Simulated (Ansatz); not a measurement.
The parent structure is Rh in the fcc (Cu type) structure (space group Fm-3m, No. 225; a = 3.8301 Å).

Levels (all Ansatz, a program for electronic structure, PAW): PBE (420 eV, scalar-relativistic without spin-orbit coupling); PBEsol (420 eV, no spin-orbit coupling).

Levels that relaxed their own cell: PBE and PBEsol.

```csv
level,lattice parameter a
PBE,3.830 Å
PBEsol,3.780 Å
```

Measured: lattice parameter a 3.794 Å (static lattice; corrected from measurement; as listed in Daniel Mejia-Rodriguez, S. B. Trickey, Phys. Rev. B (2018)).

Computed minus measured — lattice parameter a: PBE +1.0 %, PBEsol -0.4 % (closest: PBEsol).

No phonon test of stability was made. All final runs are without spin polarisation.
